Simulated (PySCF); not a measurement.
How the method moves the HOMO and LUMO of CH2F2

CH₂F₂.
Geometry (PBE0-D3(BJ)/def2-SVP, Å), atoms numbered from 1 in this order:
```
atom  x, y, z in Å
F1    -0.484    1.083    0.479
C2    -0.020   -0.071   -0.029
F3     1.318   -0.004   -0.131
H4    -0.451   -0.220   -1.035
H5    -0.288   -0.898    0.654
```

The species is `FCF` (CH2F2).

Basis pcSseg-2 throughout (PySCF), one geometry. Geometry: PBE0-D3(BJ)/def2-SVP; no solvent, vibrations or thermal averaging.

Task: How do the orbital energies, the gap and the dipole change with the method?

Result: 
```tsv
method	kind	HOMO (eV)	LUMO (eV)	gap (eV)	μ (D)	SCF cycles
OPBE	GGA	-7.98	0.14	8.12	1.67	12
BLYP	GGA	-8.03	0.07	8.10	1.77	14
PBE	GGA	-8.04	0.16	8.20	1.73	12
B97-D	GGA	-8.13	0.27	8.40	1.76	12
LDA	LDA	-8.13	0.15	8.28	1.81	12
BP86	GGA	-8.15	0.33	8.48	1.75	12
KT2	GGA	-8.21	0.30	8.52	1.76	12
KT3	GGA	-8.29	-0.08	8.21	1.74	14
B3LYP	global hybrid	-9.64	0.48	10.13	1.88	11
PBE0	global hybrid	-9.85	0.85	10.70	1.87	11
mPW1PW91	global hybrid	-9.91	0.76	10.66	1.87	11
HF	Hartree–Fock	-14.43	2.75	17.17	2.13	9
```

The HOMO spans 6.45 eV, from OPBE down to HF, and the gap runs from 8.10 eV (BLYP) to 17.17 eV (HF). Over the methods OPBE (0 %), BLYP (0 %), PBE (0 %), B97-D (0 %), LDA (0 %), BP86 (0 %), KT2 (0 %), KT3 (0 %), B3LYP (20 %), PBE0 (25 %), mPW1PW91 (25 %), HF (100 %), a straight line through the gap against the share of exact exchange rises by 0.89 eV for each 10 % (correlation coefficient 0.998). The dipole ranges from 1.67 D (OPBE) to 2.13 D (HF). This basis has no diffuse functions.

Reference dipole: 1.97 D (measured, gas; NIST CCCBDB Release 22 (SRD 101), experimental dipoles); nearest here: B3LYP (1.88 D).
